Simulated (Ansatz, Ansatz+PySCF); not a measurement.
| atom | x (Å) | y (Å) | z (Å) |
| --- | --- | --- | --- |
| C | 0.0000 | -0.8542 | -0.0602 |
| O | 0.0000 | -0.8423 | 1.0411 |
| O | 0.0000 | 0.1339 | -0.7816 |
| C | 0.0000 | 1.2875 | -0.1691 |
| H | 0.0000 | -1.6944 | -0.6409 |
| H | 0.0000 | 1.9921 | -0.8903 |
| H | -0.8206 | 1.3850 | 0.4153 |
| H | 0.8206 | 1.3850 | 0.4153 |

RHF on singlet C₂H₄O₂ was run in several spherical basis sets with Ansatz (development build ahead of 0.2.0). Caution for RHF: no unrestricted run beside it, a lower state can exist.

(1) Rank the basis sets by the total energy that they give, lowest first, with the distance from the lowest.
A. 6-31G(d)
B. cc-pVDZ
C. def2-TZVP
D. cc-pVTZ
E. def2-SVP

Answers

(1) C (0.00 eV), D (0.23 eV), B (2.38 eV), A (2.84 eV), E (7.51 eV).

Totals follow the description of the cores as much as that of the bonds, so this order isn't one of quality for chemistry.
